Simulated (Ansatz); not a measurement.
**What a trial cell of NbRe3Pd relaxes into**

These are results of DFT PBE, scalar-relativistic, plane waves, PAW in Ansatz, not measurements. Cutoff 420 eV, Γ-centred k mesh, Gaussian smearing, no spin polarisation in the final step.

NbRe3Pd was placed on the cubic perovskite structure type (Pm-3m, No. 221), with Nb in place of Sr, Pd in place of Ti, Re in place of O, at a guessed volume.

```yaml
crystal:
  lattice:
    - [4.10893, 0.00000, 0.00000]
    - [0.00000, 4.10893, 0.00000]
    - [0.00000, 0.00000, 4.10893]
  atoms:
    - { symbol: Nb, position: [0.00000, 0.00000, 0.00000] }
    - { symbol: Re, position: [0.00000, 0.50000, 0.50000] }
    - { symbol: Re, position: [0.50000, 0.00000, 0.50000] }
    - { symbol: Re, position: [0.50000, 0.50000, 0.00000] }
    - { symbol: Pd, position: [0.50000, 0.50000, 0.50000] }
```

Steps on the 4×4×4 mesh (5 atoms). 8 of 8 steps are shown, and the free energy counts from the last. Trial steps that were taken back and renewals of the plane-wave basis can be among the rows.

```csv
step,ΔF (meV/atom),V (Å³/atom),P (GPa)
1,1968.8,13.87,147.55
2,624.5,16.00,64.05
3,103.4,18.13,19.19
4,26.8,19.22,4.31
5,22.2,19.61,-0.13
6,1.0,19.61,1.73
7,0.1,19.77,0.19
8,0.0,19.77,0.19
```

A final relaxation ran on a 8×8×8 mesh. The relaxed crystal, Pm-3m (No. 221):

```
Nb Re Pd
1.0
     4.62893    0.00000    0.00000
     0.00000    4.62893    0.00000
     0.00000    0.00000    4.62893
Nb Re Pd
1 3 1
Direct
  0.00000 0.00000 0.00000
  0.00000 0.50000 0.50000
  0.50000 0.00000 0.50000
  0.50000 0.50000 0.00000
  0.50000 0.50000 0.50000
```

```json
{
 "Volume per atom": "19.84 Å³",
 "Density": "12.69 g/cm³",
 "Energy over the elements": "2.39 eV/atom",
 "Gap on the 8×8×8 mesh": "0 eV (a metal)"
}
```

Energies over the elements count from the elements' standard structures at the same level, with no empirical corrections.

The final run used a 8×8×8 mesh on its 5-atom cell and 0.10 eV smearing. The k mesh leaves about 4 meV/atom of noise in metals. Spin–orbit coupling is left out.

Symmetry constrained the relaxation, so the result can be a saddle point.

Cost: 3 runs of about 0.96 core-minutes in all, on Arm Neoverse V2 (shared hosts).